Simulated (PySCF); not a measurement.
# CO₂ + 2 H₂O → CH₄ + 2 O₂

Level: PBE0 in the def2-TZVP basis family, all electrons, no relativity, computed in PySCF with density fitting; open shells unrestricted.

```
species                           state and structure      E (Eh)  ZPE (kJ/mol)  H(298 K) − H(0) (kJ/mol)  S° (J/(mol K))
    CO₂                singlet, D∞h, C–O 1.157 Å (×2)  -188.46656          31.3                       9.3           213.5
    H₂O  singlet, C2v, O–H 0.960 Å (×2); H–O–H 105.1°   -76.37736          56.5                       9.9           188.7
    CH₄                 singlet, Td, C–H 1.090 Å (×4)   -40.47415         117.5                      10.0           186.2
     O₂                     triplet, D∞h, O–O 1.193 Å  -150.23561          10.3                       8.7           204.9
```

**Question.** What is the electronic reaction energy?

**Answer.** At PBE0/def2-TZVP, ΔE = 724.4 kJ/mol from the differences of the total energies times 2625.5, uphill. 

**Question.** Add zero-point, thermal and entropy terms for 298.15 K and 1 bar.

**Answer.** ΔZPE = -6.2 and Δ[H(298) − H(0)] = -1.7 kJ/mol give ΔH° = 716.5 kJ/mol. ΔS° = 5.1 J/(mol K), so ΔG° = 716.5 − 298.15 × (0.0051) = 715 kJ/mol.

Each species is the lowest minimum found with this bonding; other isomers or fragments can lie lower.
